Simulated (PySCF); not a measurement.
# Orbital picture of NaS⁻

RHF at R = 2.432 Å; PySCF, no relativity, basis sets Na def2-SVPD, S def2-SVPD. State: ¹Σ⁺ (singlet), closed shell. Only the outer orbitals are listed, counted within each symmetry.

```tsv
orbital	occ.	ε (eV)	on Na (%)	main shells (%)
2π	2	-36.59	100	100 Na p
2π	2	-36.59	100	100 Na p
6σ	2	-36.55	99	99 Na p
7σ	2	-14.93	1	99 S s
8σ	2	-1.79	11	89 S p, 10 Na s
3π	2	-1.53	5	95 S p
3π	2	-1.53	5	95 S p
9σ	0	2.84	100	52 Na p, 47 Na s
```

Question: Which are the highest filled and the lowest empty level, where do they sit, and how wide is the gap?

Answer: Highest filled 3π at -1.53 eV (in %: 95 S p); lowest empty 9σ at 2.84 eV (in %: 52 Na p, 47 Na s); the gap at RHF is 4.37 eV. An empty level above zero is unbound, and its energy depends on the basis.

```
bond order (Mayer)                                                                                                : 0.77
⟨S²⟩                                                                                                              : 0.000
charge on Na (Mulliken, basis-dependent)                                                                          : 0.59
charge on Na (Löwdin, basis-dependent)                                                                            : 0.12
dipole moment (positive dipole points towards S; it is taken about the centre of mass and depends on that origin) : -10.36 D
polarisability along the bond                                                                                     : 210.4 bohr³
polarisability across the bond                                                                                    : 122.3 bohr³
```
